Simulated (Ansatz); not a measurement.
Species: hydrogen peroxide, H2O2, charge 0, multiplicity 1. 
Geometry from a B3LYP-D3(BJ)/def2-TZVP (Ansatz, an electronic-structure program) optimisation:
SMILES: OO
```xyz
4

O      0.0155     0.7238    -0.0702
O     -0.0112    -0.7261    -0.0419
H      0.8057     0.8967     0.4614
H     -0.8394    -0.8786     0.4355
```

Basis-set convergence of Hartree-Fock and CCSD correlation energies (hartree) with Ansatz. Valence correlation only, unless marked. Spin-orbit coupling is left out. No relativistic terms.

```tsv
basis	functions	E(HF)	E(corr, CCSD)
def2-SVP	38	-150.64909	-0.39985
def2-TZVPP	90	-150.84389	-0.50300
def2-QZVPP	174	-150.85073	-0.53785
```

Extrapolating the two largest sets (X = 3 and 4) as X^-3: E(corr) = (64·(-0.53785) - 27·(-0.50300))/37 = -0.5633 Eh, an estimate of the basis-set limit. The largest set recovers 95.5 % of it, the smallest 71.0 %.
